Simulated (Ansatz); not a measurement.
CH$_{4}$OSi, SMILES `C[Si]O`. Total charge 0; spin multiplicity 1.

Cartesian coordinates in Å:
```
C -0.4284 0.7096 0.1386
Si 0.9934 -0.2738 0.9401
O 1.1018 -1.5524 -0.1065
H -0.1678 0.9891 -0.8905
H -0.6663 1.6238 0.6874
H -1.3375 0.0962 0.0909
H 0.5048 -1.5926 -0.8600
```

Problem. Give the diagnostics of a CCSD(T)/def2-TZVPP run (frozen core, the Gaussian-basis code of Ansatz). (An estimate is asked.)

Solution. Ansatz gave: T1 = 0.0139, largest single amplitude 0.028, largest double 0.087, (T) share of the correlation energy 3.7 %, 10 CCSD cycles. The RHF solution is unstable towards an unrestricted one. T1 lies under the customary mark of 0.02 for closed shells.
